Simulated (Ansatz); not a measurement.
This Ansatz (an electronic-structure program) input (MP2/pcseg-4) gives -100.37567 Eh with 162 basis functions. A basis named .json is the Basis Set Exchange file of that set (core-valence sets with the plain set on hydrogen).

Ansatz 0.2 input:
```yaml
crystal:
  periodic: [false, false, false]
  atoms:
    - {symbol: F, position_ang: [-0.00000000, -0.00000000, -0.09245367]}
    - {symbol: H, position_ang: [0.00000000, 0.00000000, 0.83208299]}
basis:
  gaussian:
    orbitals: pcseg-4.json
magnetization: {spin_polarized: false}
correlation: {method: mp2, electrons: outside_noble_gas}
```

Change:
```diff
- orbitals: pcseg-4.json
+ orbitals: aug-pcseg-3
```

Task: What does the run give now?

Result: -100.36262 Eh (MP2/aug-pcseg-3, 134 functions), a change of +13.05 mEh.
